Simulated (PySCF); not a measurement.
Task: Give a GFN2-xTB geometry of InChI=1S/C4H6O/c1-2-3-4-5/h2,4H,1,3H2.

Result: 
Z-matrix in Å and degrees, rows numbered from 1:
```
C 
C   1  1.3196
C   2  1.5003  1  124.28
C   3  1.5071  2  109.34  1   103.68
O   4  1.1967  3  125.54  2   121.71
H   1  1.0780  2  121.93  3     1.59
H   1  1.0764  2  121.79  3  -179.10
H   2  1.0813  1  120.62  3   178.29
H   3  1.0925  2  109.80  1   -14.23
H   3  1.0914  2  110.91  1  -135.71
H   4  1.1080  3  112.97  2   -57.62
```

Of the pairs four or more bonds apart, H6···H9 is among the closest relative to their van der Waals radii: 2.44 Å, 102 % of the sum of Bondi's values. The 3 C–C bonds span 1.320 Å (C1=C2, drawn double) to 1.507 Å (C3–C4, drawn single), a spread of 0.187 Å.

Structure optimised with GFN2-xTB, isolated species.

Point group: C1 (no symmetry element, even within 0.4 Å). No GFN2-xTB frequencies stand behind this structure, so it isn't proved a minimum. One conformer, not necessarily the lowest (C1–C2–C3–C4 104°, C2–C3–C4–O5 122°).

These are computed values.
